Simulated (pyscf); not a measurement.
## Substitution at O: `[OH][P]([OH])[OH]` + `[H]` [doublet] -> `[OH2]` + `[OH][P][OH]` [doublet]

Gas phase, doublet surface, charge 0. Bonds broken: O1–P2. Bonds formed: O1–H8. Optimised with ωB97X-D3(BJ)/def2-SVP in PySCF.

Transition state (Å):

```xyz
8

O     -0.0731     0.4232     0.5575
P     -0.4036    -0.7336    -0.9814
O     -0.1832    -2.0625    -0.0417
O     -2.0210    -0.4722    -0.9619
H      0.4777     1.1554     0.2323
H     -0.1144    -1.8539     0.9002
H     -2.3919    -0.3374    -0.0781
H     -0.2306     0.8531     1.7651
```

One imaginary mode, 1837i cm⁻¹; descent along it reached the two sides named, in the forms told below.

```
bond   change  reactant side (Å)  saddle  product side
-----  ------  -----------------  ------  ------------
O1–P2  breaks              1.671   1.953           3.4
O1–H8   forms                3.1   1.292         0.966
```

Electronic energies relative to the separated reactants (kcal/mol):

| level | barrier | reaction energy | reverse barrier |
|---|---|---|---|
| ωB97X-D3(BJ)/def2-TZVP | 27.8 | -13.6 | 41.5 |
| PBE/def2-TZVP | 14.4 | -15.2 | 29.6 |
| r²SCAN/def2-TZVP | 17.1 | -14.7 | 31.8 |
| B3LYP-D3(BJ)/def2-TZVP | 17.7 | -17.3 | 35.0 |
| PBE0-D3(BJ)/def2-TZVP | 21.1 | -14.2 | 35.3 |
| M06-2X/def2-TZVP | 25.8 | -12.6 | 38.4 |
| ωB97M-D3(BJ)/def2-TZVP | 25.4 | -13.3 | 38.7 |
| HF/def2-TZVP | 46.0 | -12.3 | 58.3 |

With ωB97M-D3(BJ)/def2-TZVP energies and thermal terms (ideal gas, 1 atm, RRHO with modes under 100 cm⁻¹ raised to 100, one conformer, R ln 2 for rigid chiral ones), in kcal/mol:

| T (K) | ΔH‡ | ΔG‡ | ΔH | ΔG |
|---|---|---|---|---|
| 298 | 25.3 | 31.8 | -9.6 | -13.9 |
| 600 | 24.9 | 38.5 | -10.7 | -17.9 |
| 900 | 24.5 | 45.4 | -12.1 | -21.2 |
| 1200 | 24.2 | 52.4 | -13.5 | -24.0 |

On the product side the descent ends in a bound adduct, 8.2 kcal/mol under the separated species and 49.7 kcal/mol under the saddle at ωB97X-D3(BJ)/def2-TZVP. The same reactants have a lower exit, to •O–P(OH)–OH + H₂ (barrier +9.6 kcal/mol at ωB97M-D3(BJ), against +25.4 kcal/mol here). This is the saddle that the search found; another between the same sides may lie lower. The angle at the attacked O is 156°.
